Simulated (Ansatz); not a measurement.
System (SMILES): [C]#N (C-N), doublet.
Atoms: C1, N2. Bonds: C1-N2.

Basis-set convergence of the optimised C1-N2 bond length at HF with Ansatz (an electronic-structure program). All functions are spherical. The program fits the integrals of some runs and decomposes those of others, by size. The T1 diagnostic of CCSD is high for at least one species. An unrestricted Hartree-Fock determinant is markedly spin-contaminated. Open shells are unrestricted. No added dispersion term, no relativity. Reference: the value in pcseg-4, 1.1476 Å, itself unsure by roughly 0.0003 Å (its mean distance from aug-pcseg-3, aug-cc-pVQZ, cc-pV5Z). Deviations are taken from unrounded values.

| basis | functions |
|---|---|
| aug-cc-pVDZ | 46 |
| aug-pcseg-1 | 46 |
| jun-cc-pV(T+d)Z | 78 |
| cc-pCVTZ | 86 |
| aug-cc-pVTZ | 92 |
| aug-pcseg-2 | 92 |
| aug-cc-pVQZ | 160 |
| aug-pcseg-3 | 170 |

Task: Which is the smallest set listed that can be trusted to 0.01 Å here, that is, within that of the reference together with its larger relatives (same family, alike in diffuse functions; a set with none to test it counts only in the reference's own line)?

Result: The smallest set listed that lies within 0.01 Å of the reference with all its larger relatives (same family, alike in diffuse functions; a set with none counts only in the reference's own line) is aug-pcseg-1 (46 functions, 0.0058 Å off). Inside, with no larger relative to test it: cc-pCVTZ. Value minus reference: aug-cc-pVDZ 0.0142, aug-pcseg-1 0.0058, jun-cc-pV(T+d)Z 0.0023, cc-pCVTZ 0.0011, aug-cc-pVTZ 0.0020, aug-pcseg-2 0.0003, aug-cc-pVQZ 0.0004, aug-pcseg-3 -0.0003 Å.
